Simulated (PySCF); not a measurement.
**`ClC(Cl)C1=CC1`: 4 charge schemes on one density**

Compound: C₄H₄Cl₂.
Numbering: `[Cl:1][CH:2]([Cl:3])[C:4]1=[CH:5][CH2:6]1` (hydrogens: H7 on C2; H8 on C5; H9, H10 on C6)

Structure used (GFN2-xTB, dihedral held), in Å, numbered top down from 1:
```
atom  x, y, z in Å
Cl1    2.257    1.179   -0.319
C2     1.353   -0.226    0.333
Cl3    2.079   -1.734   -0.310
C4    -0.043   -0.143   -0.062
C5    -1.312   -0.069    0.222
C6    -0.971   -0.093   -1.242
H7     1.496   -0.231    1.416
H8    -2.097   -0.021    0.934
H9    -1.148   -0.995   -1.816
H10   -1.044    0.818   -1.823
```

Density: PBE0/pcSseg-1 (PySCF); schemes: Mulliken, IAO, Hirshfeld and ESP-fitted. The geometry is a constrained GFN2-xTB structure with the dihedral Cl1–C2–C4–C6 held at 60°, isolated molecule; it need not be a minimum.

Q: Atoms with like bonding are taken together and averaged. Do the Mulliken, IAO, Hirshfeld and ESP-fitted schemes agree on where the charge is highest?

A: The schemes don't all agree: Mulliken H7 (+0.202); IAO H7 (+0.195); Hirshfeld H8 (+0.081); ESP-fitted H7 (+0.354).

Q: At which atom do the 4 schemes differ most?

A: At C2: from -0.636 (ESP-fitted) to +0.042 e (Hirshfeld), 0.678 e apart.

Q: Give the atomic charges in each scheme.

A: In e; atoms taken as equivalent share a row and are averaged (×n: the atom named and its like, n in all):

```
   atom                      environment  Mulliken     IAO  Hirshfeld  ESP-fitted
Cl1/Cl3                   alkyl chlorine    -0.046  -0.065     -0.052      +0.015
     C2                     CHCl2 carbon    -0.274  -0.095     +0.042      -0.636
     C4  fully substituted alkene carbon    +0.103  -0.010     -0.023      +0.297
     C5                 alkene CH carbon    -0.150  -0.136     -0.029      -0.240
     C6                   allylic carbon    -0.128  -0.267     -0.093      -0.175
     H7                 methine hydrogen    +0.202  +0.195     +0.059      +0.354
     H8                 vinylic hydrogen    +0.077  +0.180     +0.081      +0.196
 H9/H10               methylene hydrogen    +0.130  +0.132     +0.034      +0.087
```

Mean size of the charges over all atoms: ESP-fitted 0.210 e, Mulliken 0.129 e, IAO 0.128 e, Hirshfeld 0.050 e. Each set sums to the total charge, 0, to within 0.001 e. The ESP scheme fits charges at the nuclei, held to the total charge, to the electrostatic potential on points at 1.4 to 2.0 times the van der Waals radii.

Q: How closely do the schemes follow one another over all atoms?

A: Correlation coefficient and root-mean-square difference: Mulliken with ESP-fitted 0.93, 0.151 e; IAO with Hirshfeld 0.84, 0.104 e; Mulliken with IAO 0.82, 0.087 e; IAO with ESP-fitted 0.65, 0.212 e; Mulliken with Hirshfeld 0.44, 0.130 e; Hirshfeld with ESP-fitted 0.21, 0.270 e.

Q: Sum the charges by element.

A: 
```tsv
element	atoms	Mulliken	IAO	Hirshfeld	ESP-fitted
Cl	2	-0.091	-0.130	-0.104	+0.031
C	4	-0.448	-0.509	-0.104	-0.755
H	4	+0.540	+0.639	+0.207	+0.724
```

These values come from a run that also computed NMR shieldings. On one thread, x86-64 server, no GPU, on a shared host, this took 16 s of wall time.
